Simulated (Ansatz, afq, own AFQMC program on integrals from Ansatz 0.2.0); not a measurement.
**AlNH₂, singlet: AFQMC among the cluster methods**

```xyz
4

Al    0.0000   -0.0211    0.6643
N     0.0000    0.0382   -0.9486
H     0.0000    0.0963    2.2187
H     0.0000   -0.1134   -1.9344
```

Connectivity, by distances: AlH–NH.

Basis cc-pVDZ. Noble-gas cores (and the filled d shells of Ga–Kr and In–Xe) are frozen. AFQMC by an in-house program on the Cholesky factors that Ansatz 0.2.0 writes for its CCSD(T) run. ph-AFQMC/CISD is guided by a CISD state made of CCSD amplitudes; releasing the constraint for a short imaginary time cuts its bias at the price of noise, slowly where states lie close. Free AFQMC starts from the CCSD state and is never constrained. Its projection time is finite, and what remains of the start isn't in its error. ± is one standard error of the sampling.

Determinant: RHF, the one that the program's search chose, which needn't be the lowest solution. The geometry is a point of a scan.

No full CI on the walks' own integrals is used here. The released AFQMC energy serves as the reference, which it does only where one determinant dominates, the energy is flat over the last release times and near the phaseless one (40 meV or 2 meV an electron, half that with transition metals). On small molecules, where full CI could be run and the noise was under 10 meV, such values lay within 10 meV of it in 19 cases of 20, a flattering rate, since the rule was set on those same cases; what remains of the bias isn't in the error bar.

Cautions: higher spins were not checked; raised T1 diagnostic (T1 0.030, weight of the determinant 0.87, largest double 0.07); the ph-AFQMC/HF walk drifts between its halves (2.1 errors); the released value is read at 2.40 1/Eh with a noise of 28 meV, more than in the cases checked (meV from the phaseless value at times in 1/Eh: 3 ± 25 at 0.24, 13 ± 25 at 0.51, 12 ± 24 at 0.99, 3 ± 20 at 1.62, 22 ± 28 at 2.40).

```
T1 diagnostic                               : 0.0298
weight of the determinant in the CISD state : 0.873
size of the correlated space                : 10 electrons in 36 orbitals
```

```tsv
level	correlation energy (eV)
MP2	-6.6396
CCSD	-6.9896
CCSD(T)	-7.2804
```

Estimate where AFQMC with the constraint released lies against CCSD(T) on the same integrals.

3.1 ± 2.7 kJ/mol below CCSD(T). The gap is under twice the noise, so this walk alone can't tell the two apart.

Reference: AFQMC with the constraint released, correlation energy -7.312 ± 0.028 eV.

```json
{"level": "CCSD(T)", "E − E(reference) (kJ/mol)": "3.1 ± 2.7", "share of correlation (%)": "99.57"}
{"level": "CCSDT", "E − E(reference) (kJ/mol)": "1.0 ± 2.7", "share of correlation (%)": "99.85"}
{"level": "CCSDT(Q)", "E − E(reference) (kJ/mol)": "-2.9 ± 2.7", "share of correlation (%)": "100.41"}
{"level": "ph-AFQMC/HF", "E − E(reference) (kJ/mol)": "-18.1 ± 8.3", "share of correlation (%)": "102.56"}
{"level": "ph-AFQMC/CISD", "E − E(reference) (kJ/mol)": "-2.2 ± 3.9", "share of correlation (%)": "100.31"}
{"level": "free AFQMC", "E − E(reference) (kJ/mol)": "-1.0 ± 3.6", "share of correlation (%)": "100.14"}
```

CCSDT and higher add their correlation energy to the determinant of the CCSD(T) run, since their own runs factorise the integrals more tightly (a shift of under 2 meV). Free projections are given only where their last times agree within the noise and don't stop above the reference; a slow remainder of the start can still hide under it. A walk keeps the symmetry of its determinant, which the program's search chose and which needn't be the lowest solution, so a lower state of the same spin and another symmetry isn't excluded. Released energies are given only where the last usable release times agree within the noise; a slower fall can still hide under it.
